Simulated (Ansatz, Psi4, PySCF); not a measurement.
Species: C4H4O, net charge 0, singlet state. SMILES: c1ccoc1
Structure (B3LYP-D3(BJ)/def2-TZVP (Ansatz, a first-principles code) minimum search):
```xyz
9

O      0.0070    -0.0094     1.1564
C      0.0100     1.0912     0.3549
C     -0.0058    -1.0968     0.3372
C     -0.0006     0.7240    -0.9496
C     -0.0110    -0.7085    -0.9611
H      0.0199     2.0414     0.8581
H     -0.0098    -2.0550     0.8251
H     -0.0010     1.3840    -1.8002
H     -0.0209    -1.3546    -1.8223
```
Charge 0, spin multiplicity 1.

Property: enthalpy of formation at 298 K, in kcal/mol. Terms: frozen cores in correlated levels; non-relativistic; 6-31G* and kin with 6d, 5d where marked; 6-311+G** with 5d; UHF or UKS for open shells; dispersion terms only where a functional's name holds one; no spin-orbit coupling. First-principles rows: single points at B3LYP-D3(BJ) geometries (Ansatz), with unscaled harmonic terms from B3LYP/6-31G* at its own minima, enthalpies of formation by atomisation with measured atoms. The Hartree-Fock reference of c1ccoc1 is unstable towards a lower, spin-broken solution.

Measured values: G2/97 table in ASE (Curtiss et al.); they hold spin-orbit and core effects, anharmonicity. 

Value to compare with, the measured value: -8.3 kcal/mol.

| level | program | enthalpy of formation at 298 K (kcal/mol) | error |
|---|---|---|---|
| HF/3-21G | Ansatz | 330.2 | 338.5 |
| PBE/6-31G* | Ansatz | -47.8 | -39.5 |
| B3LYP/cc-pVDZ | Ansatz | 10.5 | 18.8 |
| wB97X-D/6-31G* | Psi4 | -6.9 | 1.4 |
| MP2/6-31G* | Ansatz | 41.9 | 50.2 |
| MP2/6-311+G** | Ansatz | 25.6 | 33.9 |
| B3LYP/def2-TZVPD | Ansatz | -0.5 | 7.8 |
| M06-2X/def2-TZVPD | PySCF | -10.1 | -1.8 |

Among the 6 habitual levels, HF/3-21G lies farthest from the measured value (338.5 kcal/mol) and wB97X-D/6-31G* nearest (1.4); 5 of 6 lie above it, and their mean absolute error is 80.4 kcal/mol, the median 36.7. One case shows no general order.

The levels are drawn from those run, B3LYP/6-31G* more often than the rest, none by its result; runs whose electronic state is in doubt are left out.
